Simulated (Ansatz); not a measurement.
## Ladder of methods for the bulk modulus of hcp Cd

Reference value: 53.8 GPa (measured, zero-point energy and finite temperature contributions removed, sources range from 50.7 to 53.8; as tabulated in doi:10.1021/acs.jctc.3c00612).

Which of these levels comes closest to the reference?
(A) LDA (Ansatz, a first-principles code)
(B) PBE (Ansatz)
(C) PBEsol (Ansatz)
(D) r²SCAN (Ansatz)

C, PBEsol (Ansatz)

```json
[
 {"level (code)": "LDA (Ansatz)", "value (GPa)": "63.3", "cell (Å³/atom)": "20.06", "error (%)": "+17.7"},
 {"level (code)": "PBE (Ansatz)", "value (GPa)": "38.4", "cell (Å³/atom)": "22.89", "error (%)": "-29"},
 {"level (code)": "PBEsol (Ansatz)", "value (GPa)": "54.4", "cell (Å³/atom)": "21.02", "error (%)": "+1.1"},
 {"level (code)": "r²SCAN (Ansatz)", "value (GPa)": "43.9", "cell (Å³/atom)": "21.99", "error (%)": "-18.4"}
]
```

Closest of these to the reference: PBEsol (+1.1 %). PBE (-29 %) lies farthest from it. Of these only PBEsol lands within 10 %.

Each level is taken at its own relaxed cell. Cutoffs differ between the levels. Ansatz's density-functional and Hartree–Fock values are scalar-relativistic unless marked +SOC, with PAW data made under PBE.

Differences are worked out from the printed values.
